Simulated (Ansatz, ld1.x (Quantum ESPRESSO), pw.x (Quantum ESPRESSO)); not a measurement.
## pw.x on bcc Tl: one setting changed

Potential: norm-conserving Troullier–Martins (Kleinman–Bylander form), ld1.x (Quantum ESPRESSO) 7.5, LDA (PW92); core [Xe] 4f14, reference 5d10 6s2 6p1; waves: 6p (bound): rc 2.50 bohr; 5d (bound): rc 1.82 bohr; 6s (bound): rc 1.70 bohr; local part: the s channel; core correction: Bessel-smoothed model core inside 0.85 bohr.

The reference run (k-mesh 12³, cutoffs 110/440 Ry, Fermi–Dirac 0.01 Ry, mixing_beta 0.4, conv_thr 1e-9, no spin) gives 0.03 GPa at 27.495 Å³/atom, where all-electron LAPW gives -0.27 GPa. This run, with its own iteration cap, changes degauss to 0.005.

```
&control
  calculation='scf', prefix='x', pseudo_dir='./', outdir='./tmp', tstress=.true., disk_io='none'
/
&system
  ibrav=0, nat=1, ntyp=1, ecutwfc=110, ecutrho=440, nbnd=14,
  occupations='smearing', smearing='fd', degauss=0.005
/
&electrons
  conv_thr=1e-09, mixing_beta=0.4, electron_maxstep=60
/
ATOMIC_SPECIES
Tl 1.0 Tl.UPF
CELL_PARAMETERS angstrom
  -1.90136098 1.90136098 1.90136098
  1.90136098 -1.90136098 1.90136098
  1.90136098 1.90136098 -1.90136098
ATOMIC_POSITIONS crystal
Tl 0.0000 0.0000 0.0000
K_POINTS automatic
12 12 12 0 0 0
```

```bash
pw.x < Tl.scf.in > Tl.scf.out
```

Problem. How does the run end?

Solution. It converges in 7 iterations; the free energy moves by +12.2 meV/atom and the pressure by -0.10 GPa. In a metal, with Fermi–Dirac smearing, F lies below its zero-width value by a term in the square of the width.

```
Message from routine setup:
     using ibrav=0 with symmetry is DISCOURAGED, use correct ibrav instead
     lattice parameter (alat)  =       6.2233  a.u.
     unit-cell volume          =     185.5455 (a.u.)^3
     number of electrons       =        13.00
     number of Kohn-Sham states=           14
     kinetic-energy cutoff     =     110.0000  Ry
     charge density cutoff     =     440.0000  Ry
     scf convergence threshold =      1.0E-09
     Exchange-correlation= PW
     number of k points=    72  Fermi-Dirac smearing, width (Ry)=  0.0050
     iteration #  1     ecut=   110.00 Ry     beta= 0.40
     total energy              =    -165.48012265 Ry
     estimated scf accuracy    <       0.00696624 Ry
     iteration #  2     ecut=   110.00 Ry     beta= 0.40
     total energy              =    -165.48073672 Ry
     estimated scf accuracy    <       0.00050982 Ry
     iteration #  3     ecut=   110.00 Ry     beta= 0.40
     total energy              =    -165.48080556 Ry
     estimated scf accuracy    <       0.00003822 Ry
     iteration #  4     ecut=   110.00 Ry     beta= 0.40
     total energy              =    -165.48080659 Ry
     estimated scf accuracy    <       0.00000015 Ry
     iteration #  5     ecut=   110.00 Ry     beta= 0.40
     total energy              =    -165.48080661 Ry
     estimated scf accuracy    <       0.00000003 Ry
     iteration #  6     ecut=   110.00 Ry     beta= 0.40
     total energy              =    -165.48080661 Ry
     estimated scf accuracy    <          2.8E-09 Ry
     iteration #  7     ecut=   110.00 Ry     beta= 0.40
     the Fermi energy is    10.9068 ev
!    total energy              =    -165.48080661 Ry
     estimated scf accuracy    <          8.8E-11 Ry
     smearing contrib. (-TS)   =      -0.00067372 Ry
     The total energy is F=E-TS. E is the sum of the following terms:
     one-electron contribution =     -17.15030956 Ry
     hartree contribution      =      20.11965130 Ry
     xc contribution           =     -82.86338573 Ry
     ewald contribution        =     -85.58608890 Ry
     convergence has been achieved in   7 iterations
          total   stress  (Ry/bohr**3)                   (kbar)     P=       -0.75
     Message from routine punch:
     Nothing written, as per user request (disk_io='none')
```

The run took about 28 s on one core of a shared host (Intel(R) Xeon(R) 6975P-C, 192 threads, 378 GiB, load 99).
